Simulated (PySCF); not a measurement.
Below is a simulated gas-phase C 1s photoelectron spectrum of `C(/Cl)=C\[O-]`.

Every computed line was given a Gaussian of 0.5 eV full width at half maximum and an area set by the number of equivalent atoms; the highest printed point is 100. Level of theory: delta-SCF UKS SCAN, pcX-2 on the ionised atom, pcseg-1 elsewhere, spin-free X2C in PySCF 2.14.0.

(binding energy (eV), intensity): (284.3, 1), (284.4, 2), (284.5, 8), (284.6, 20), (284.7, 41), (284.8, 69), (284.9, 93), (285.0, 100), (285.1, 86), (285.2, 60), (285.3, 33), (285.4, 15), (285.5, 5), (285.6, 2), (285.7, 1), (285.8, 4), (285.9, 11), (286.0, 26), (286.1, 50), (286.2, 78), (286.3, 97), (286.4, 98), (286.5, 78), (286.6, 50), (286.7, 26), (286.8, 11), (286.9, 4), (287.0, 1), (287.1, 0)

Problem. Count the maxima, the lines and the sites behind this envelope.

Solution. The curve has 2 maxima (at 285.0 and 286.3 eV). Under it lie 2 lines from 2 inequivalent carbon sites.

Problem. Decompose the envelope and assign each component. Numbering: `[O-:1]/[CH:2]=[CH:3]/[Cl:4]`.

Solution. 
```
position (eV)  relative area  line  atoms                    environment
       284.98              1  C 1s     C3   carbon bonded to C, Cl and H
       286.35              1  C 1s     C2  vinylic carbon bearing oxygen
```

Problem. Above which line width would these two lines show one maximum?

Solution. Two equal Gaussians merge once their distance is under 2σ = FWHM/1.177. With 1.37 eV between them that is a full width over 1.61 eV.

Lowest listed C 1s: C3, bonded to Cl, C (double bond) and H. Highest, 1.37 eV above it: C2, bonded to O, C (double bond) and H. Summing the Pauling electronegativity differences to the bonded atoms, each weighted by its formal bond order, gives +0.26 for the lowest site and +0.54 for the highest.

The curve has no shake-up lines and no vibrational structure. The unrestricted hole states depart most from a pure doublet (⟨S²⟩ = 0.75; over 0.85 named) for C 1s of C2 (0.99), which makes this value less certain. The species carries charge -1, so core ionisation leaves a neutral species. The basis sets have no added diffuse functions. Geometry: PBE0-D3(BJ)/def2-SVP; no solvent, vibrations or thermal averaging. The geometry's basis has no diffuse functions, a weakness for an anion.
